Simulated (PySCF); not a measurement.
# C3HN: the cost of one run

Programs: PySCF 2.14.0, with density-fitted response routines of our own. Each step states its level of theory. These are calculated values for one molecule in the gas phase, unless marked as measured. Atoms count from 0, in the outputs and in this text.

## Step 1: The starting structure

5 atoms, charge 0, multiplicity 1; geometry from: GFN2-xTB.

Bonds of the start (Å): C0–C1 1.20, C1–C2 1.37, C2–N3 1.15, C0–H4 1.05.

## Step 2: Relaxing the molecule at PBE0-D3(BJ)/def2-TZVP

The job: settings as JSON, then the geometry in Å.

```
{"job": {"xc": "PBE0", "basis": "def2-TZVP", "d3": "d3bj", "grid": 2, "kind": "geom"}, "charge": 0, "multiplicity": 1}
C      0.000000     0.000000    -1.288210
C      0.000000     0.000000    -0.084270
C      0.000000     0.000000     1.281160
N      0.000000     0.000000     2.429200
H      0.000000     0.000000    -2.337880
```

Q: Estimate the wall time of this first job on 4 threads of Arm Neoverse V1, shared host.

About 9.5 s.
